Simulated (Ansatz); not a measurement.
How close CCSD(T) comes to the exact answer in a basis

Each species is computed at the geometry given (Å), with frozen cores, in Ansatz 0.2.0: RHF-CCSD(T) for singlets, UHF-CCSD(T) otherwise, and full CI in the same basis. The program picks the determinant by trial CCSD, so it needn't be the lowest Hartree–Fock solution. States: SiC Π, HBeGe⁺ Σ⁺ or Δ, BS⁺ Π, AlBeH A'. Cases whose determinant has another symmetry than full CI's state, or whose (Q) step broke down, weren't drawn. No relativity is included.

**Question.** Judging by size, spin and bonding and the diagnostics given, rank them by the size of CCSD(T)'s error in total energy against full CI in the same basis, smallest first (an estimate).
A. SiC, triplet, 6-31G: Si 0.000 0.000 0.000; C 0.000 0.000 1.710. T1 0.097, (T) -113 meV in a correlation energy of -3.06 eV
B. BS⁺, triplet, 6-31G: B 0.000 0.000 0.000; S 0.000 0.000 1.509. T1 0.026, (T) -86 meV in a correlation energy of -2.24 eV
C. AlBeH, singlet, cc-pVDZ: Al 0.000 0.004 -0.604; Be 0.000 -0.147 1.713; H 0.000 1.197 0.866. T1 0.030, (T) -158 meV in a correlation energy of -3.71 eV
D. HBeGe⁺, singlet, 6-31G: Ge 0.000 0.000 1.959; Be 0.000 0.000 -0.307; H 0.000 0.000 -1.652. T1 0.012, (T) -20 meV in a correlation energy of -1.91 eV

**Answer.** D (11.9 meV), B (21.0 meV), C (52.2 meV), A (74.2 meV).

| species | basis | correlated electrons | CCSD(T) − full CI (meV) | CCSDT(Q) − full CI (meV) | unpaired electrons (full CI) | T1 | ⟨S²⟩ of the determinant |
| --- | --- | --- | --- | --- | --- | --- | --- |
| HBeGe⁺, singlet | 6-31G | 6 | 11.9 | 1.2 | 0.06 | 0.012 | 0.00 |
| BS⁺, triplet | 6-31G | 8 | 21.0 | -2.1 | 2.04 | 0.026 | 2.01 |
| AlBeH, singlet | cc-pVDZ | 6 | 52.2 | 2.3 | 0.38 | 0.030 | 0.00 |
| SiC, triplet | 6-31G | 8 | 74.2 | 11.1 | 2.19 | 0.097 | 2.55 |

Unpaired electrons are Σ n²(2−n)² over natural occupations; an open shell counts its own unpaired electrons too. Frozen cores follow each run's orbitals, which moves totals by a few meV.
